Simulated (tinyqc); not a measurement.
UHF in the sto-3g basis, for CH3-, spin multiplicity 1, step by step. The basis has no diffuse functions, so it cannot describe the extra electron: this is an exercise in the method, not the real anion. One step of it, computed by the program tinyqc.

Task: Orthogonalisation. S = U s U^T; symmetric (Loewdin) form X = U s^(-1/2) U^T, so that X^T S X = 1.

overlap S, order 1C 1s, 1C 2s, 1C 2px, 1C 2py, 1C 2pz, 2H 1s, 3H 1s, 4H 1s:
```
[[1.000000, 0.248362, 0.000000, 0.000000, 0.000000, 0.033077, 0.033067, 0.033067],
 [0.248362, 1.000000, 0.000000, 0.000000, 0.000000, 0.345762, 0.345695, 0.345695],
 [0.000000, 0.000000, 1.000000, 0.000000, 0.000000, 0.363673, -0.181923, -0.181923],
 [0.000000, 0.000000, 0.000000, 1.000000, 0.000000, 0.000000, 0.314836, -0.314836],
 [0.000000, 0.000000, 0.000000, 0.000000, 1.000000, -0.003197, -0.003196, -0.003196],
 [0.033077, 0.345762, 0.363673, 0.000000, -0.003197, 1.000000, 0.063556, 0.063556],
 [0.033067, 0.345695, -0.181923, 0.314836, -0.003196, 0.063556, 1.000000, 0.063628],
 [0.033067, 0.345695, -0.181923, -0.314836, -0.003196, 0.063556, 0.063628, 1.000000]]
```

Give: eigenvalues of S; X.

Result:

eigenvalues of S: [0.422, 0.522, 0.522, 0.978, 1.000, 1.415, 1.415, 1.727]

X, order 1C 1s, 1C 2s, 1C 2px, 1C 2py, 1C 2pz, 2H 1s, 3H 1s, 4H 1s:
```
[[1.027, -0.149, 0.000, 0.000, 0.000, 0.020, 0.020, 0.020],
 [-0.149, 1.195, 0.000, 0.000, -0.002, -0.206, -0.206, -0.206],
 [0.000, 0.000, 1.093, 0.000, 0.000, -0.221, 0.111, 0.111],
 [0.000, 0.000, 0.000, 1.093, 0.000, 0.000, -0.192, 0.192],
 [0.000, -0.002, 0.000, 0.000, 1.000, 0.002, 0.002, 0.002],
 [0.020, -0.206, -0.221, 0.000, 0.002, 1.118, -0.014, -0.014],
 [0.020, -0.206, 0.111, -0.192, 0.002, -0.014, 1.118, -0.014],
 [0.020, -0.206, 0.111, 0.192, 0.002, -0.014, -0.014, 1.118]]
```
